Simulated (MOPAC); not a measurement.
MOPAC input (AM1):

```
AM1 PRECISE GNORM=0.05 LET XYZ UHF MS=0.5 GEO-OK AUX(PRECISION=9) THREADS=1
C2F3

C     0.01091998 1    0.21658882 1    0.95978002 1
C    -0.00015083 1    0.23216616 1   -0.35161891 1
F     0.00546660 1   -0.79615711 1    1.78204925 1
F     0.00746909 1    1.34330003 1   -1.06320299 1
F    -0.02011512 1   -0.84631291 1   -1.12428700 1
```

From the last part of the output:

```
                                                       MOPAC v23.2.5 Linux

          FINAL HEAT OF FORMATION =        -76.89023 KCAL/MOL =    -321.70873 KJ/MOL

          COSMO AREA              =         95.02 SQUARE ANGSTROMS
          COSMO VOLUME            =         77.00 CUBIC ANGSTROMS

          GRADIENT NORM           =          0.02505          =       0.01120 PER ATOM
          IONIZATION POTENTIAL    =         10.428664 EV
          ALPHA SOMO LUMO (EV)    =        -10.429 -0.352
          BETA  SOMO LUMO (EV)    =        -10.745 -1.136
          NO. OF ALPHA ELECTRONS  =         15
          NO. OF BETA  ELECTRONS  =         14
          MOLECULAR WEIGHT        =         81.0172         POINT GROUP:  C1

          MOLECULAR DIMENSIONS (Angstroms)

            Atom       Atom       Distance
            F     4    F     3     3.60255
            F     5    C     1     2.10159
            F     3    C     1     0.27050

          SCF CALCULATIONS        =         77

   ATOM   CHEMICAL          X               Y               Z
  NUMBER   SYMBOL      (ANGSTROMS)     (ANGSTROMS)     (ANGSTROMS)

     1       C         -0.19030930  *   0.17062220  *   1.01536234  *
     2       C          0.08883302  *   0.20053289  *  -0.37173401  *
     3       F          0.11501478  *  -0.74775419  *   1.86341615  *
     4       F          0.05764396  *   1.33057304  *  -1.07863319  *
     5       F         -0.09058992  *  -0.82028785  *  -1.21842429  *

                             CARTESIAN COORDINATES

   1    C       -0.190309302     0.170622201     1.015362336
   2    C        0.088833025     0.200532891    -0.371734009
   3    F        0.115014779    -0.747754186     1.863416145
   4    F        0.057643964     1.330573038    -1.078633187
   5    F       -0.090589919    -0.820287848    -1.218424288

           Empirical Formula: C2 F3  =     5 atoms

      MOLECULAR POINT GROUP   :   C1

          ALPHA EIGENVALUES
 -52.47121 -52.15998 -49.89221 -31.01049 -23.44372 -19.82059 -19.52431 -18.77031
 -17.64453 -17.13243 -15.98243 -15.36322 -15.18426 -11.22222 -10.42866  -0.35159
   1.27467   3.01160   3.69956   4.52968

           BETA EIGENVALUES
 -52.23998 -51.75934 -49.56319 -30.27708 -23.05628 -19.64532 -19.14135 -18.31103
 -17.22707 -16.84307 -15.22284 -15.19905 -15.12044 -10.74453  -1.13615   0.22729
   1.70925   3.71052   4.06043   4.90494

              NET ATOMIC CHARGES AND DIPOLE CONTRIBUTIONS

  ATOM NO.   TYPE          CHARGE      No. of ELECS.   s-Pop       p-Pop
    1          C           0.043667        3.9563     1.50367     2.45266
    2          C           0.125888        3.8741     1.25705     2.61706
    3          F          -0.006149        7.0061     1.89221     5.11394
    4          F          -0.069253        7.0693     1.91159     5.15767
    5          F          -0.094154        7.0942     1.91376     5.18039
 DIPOLE           X         Y         Z       TOTAL
 POINT-CHG.     0.032     0.107     0.843     0.850
 HYBRID         0.213    -0.692    -0.560     0.915
 SUM            0.245    -0.585     0.283     0.694

          ATOMIC ORBITAL ELECTRON POPULATIONS

     Atom    s        px        py        pz
    1  C   1.50367   0.84723   0.82360   0.78183
    2  C   1.25705   1.03491   0.72424   0.85791
    3  F   1.89221   1.84713   1.61608   1.65073
    4  F   1.91159   1.90579   1.49084   1.76103
    5  F   1.91376   1.90064   1.58585   1.69390

                    (SZ)    =    0.500000
                    (S**2)  =    1.075019

          ATOMIC ORBITAL SPIN POPULATIONS

    Atom   Total    s     px     py     pz
         Atomic
    1  C  0.2094  0.045 -0.318  0.387  0.095
    2  C  0.5876  0.055  0.512  0.010  0.011
    3  F  0.0547  0.001 -0.062  0.118 -0.003
    4  F  0.0555  0.002  0.071 -0.011 -0.007
    5  F  0.0928  0.002  0.066 -0.002  0.027

 **********************
 *                    *
 * JOB ENDED NORMALLY *
 *                    *
 **********************

 == MOPAC DONE ==
```

The determinant is spin-contaminated: <S^2> is 1.08 against 0.75 for a pure state.
